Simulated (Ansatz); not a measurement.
How far each method lies from UCCSDT(Q) for GeH₂, triplet

Geometry: that of the GeH2⁻, doublet, kept fixed.

```json
{"atom": "Ge", "x (Å)": "0.0000", "y (Å)": "-0.0307", "z (Å)": "0.0000"}
{"atom": "H", "x (Å)": "0.0000", "y (Å)": "1.1080", "z (Å)": "-1.1584"}
{"atom": "H", "x (Å)": "0.0000", "y (Å)": "1.1080", "z (Å)": "1.1584"}
```

Basis aug-cc-pVTZ; Ansatz 0.2.0. Only valence electrons are correlated (noble-gas cores and the filled d shells of p-block atoms frozen), which leaves 6 electrons in 91 orbitals. Prefix R: restricted or restricted open-shell reference; prefix U: unrestricted. Active spaces: valence = (6e, 6o) chosen from the atoms' valence shells. No spin–orbit coupling is included, and no scalar relativity.

Full CI isn't at hand for all of this; UCCSDT(Q) serves as the reference, and is uncertain by about the last step of the cluster series. The frozen core follows each run's orbitals, which can shift R against U totals by a few meV for light atoms and by up to 0.1 eV past Ca.

The UHF ⟨S²⟩ is 2.007, the T1 diagnostic (RCCSD) is 0.0253 and the largest doubles amplitude (RCCSD) is 0.035. The T1 diagnostic (UCCSD) is 0.0203.

Question: From what is known of these methods and the diagnostics, rank them by the size of their error in total energy against UCCSDT(Q) in aug-cc-pVTZ, smallest first (an estimate: the text doesn't fix the numbers).
A. UCCSD(T)
B. UCCSDT
C. UCCSD
D. UMP2
E. UHF

Answer: B (0.2 kJ/mol), A (2.4 kJ/mol), C (11.5 kJ/mol), D (68.6 kJ/mol), E (304.0 kJ/mol).

All errors are against UCCSDT(Q) in aug-cc-pVTZ. Within each family the higher level lies nearer, as is usual though not guaranteed.

Natural occupations of CASSCF (valence space) about the gap: 1.976 1.955 1.006 1.000 0.033 0.030; effectively unpaired electrons, Σ n²(2−n)², 2.02.
